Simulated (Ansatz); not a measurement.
Input file:

```yaml
crystal:
  periodic: [false, false, false]
  atoms:
    - {symbol: Cl, position_ang: [0.000000, -0.196247, 1.153603]}
    - {symbol: C, position_ang: [0.000000, 0.995453, -0.204776]}
    - {symbol: Si, position_ang: [0.000000, -0.250678, -1.372761]}
    - {symbol: H, position_ang: [0.000000, 2.025789, 0.114595]}
basis:
  gaussian: {orbitals: cc-pVDZ}
magnetization: {spin_polarized: false}
correlation: {method: ccsdt_q, electrons: outside_noble_gas}
```

```sh
$ ansatz run in.yaml --threads 1 --pin off --events-out ev --progress --plain --max-ram 2393MiB
```

The program prints:

```
1074 factors; integrals over basis functions are off by at most 2.0e-7 eV
mean field evaluation 1: about -21408.2162 eV, gradient 1.8e1 eV
mean field evaluation 2: about -21408.2734 eV, gradient 1.8e1 eV
mean field evaluation 4: about -21409.4476 eV, gradient 2.6e0 eV
mean field evaluation 8: about -21409.4819 eV, gradient 2.0e-1 eV
mean field evaluation 16: about -21409.4162 eV, gradient 6.0e-1 eV
mean field -21409.48245866 eV, -786.7839684874 hartree, gradient 9.0e-6 eV, S^2 0.000000; 0 other end points of the search recorded, 0 dependent functions left out; unrestricted orbitals would lower it
11 core orbitals not correlated: weight in the atoms' cores, before any rotation towards them, 1.000 or more for the frozen orbitals, at most 0.000 for the correlated occupied ones
reference -21409.48245866 eV, -786.7839684874 hartree; 8, 8 occupied and 36, 36 virtual orbitals, 1074 factors
second order -9.51320895 eV of doubles, -0.00000000 eV of singles
cycle   1  -9.96824229 eV  change   -4.6e-1 eV  update   1.1e-1
cycle   2  -10.51236781 eV  change   -5.4e-1 eV  update   5.6e-2
cycle   3  -10.85368681 eV  change   -3.4e-1 eV  update   3.0e-2
cycle   4  -10.81451471 eV  change    3.9e-2 eV  update   1.1e-2
cycle   5  -10.80510935 eV  change    9.4e-3 eV  update   7.0e-3
cycle   6  -10.81672795 eV  change   -1.2e-2 eV  update   2.6e-3
cycle   7  -10.81857323 eV  change   -1.8e-3 eV  update   1.2e-3
cycle   8  -10.81753804 eV  change    1.0e-3 eV  update   4.3e-4
cycle   9  -10.81730680 eV  change    2.3e-4 eV  update   2.2e-4
cycle  10  -10.81753853 eV  change   -2.3e-4 eV  update   8.2e-5
cycle  11  -10.81739532 eV  change    1.4e-4 eV  update   4.1e-5
cycle  12  -10.81744852 eV  change   -5.3e-5 eV  update   1.8e-5
cycle  13  -10.81745198 eV  change   -3.5e-6 eV  update   8.3e-6
cycle  14  -10.81745026 eV  change    1.7e-6 eV  update   3.6e-6
cycle  15  -10.81745253 eV  change   -2.3e-6 eV  update   1.6e-6
cycle  16  -10.81745393 eV  change   -1.4e-6 eV  update   7.0e-7
perturbative correction -0.04107074 eV, -0.0015093220 hartree
Total energy: -21420.34098334 eV, -787.1830119090 hartree
```

Ran on 1 thread of Arm Neoverse N1, shared host: 39 s wall, 0.37 GiB peak host memory.
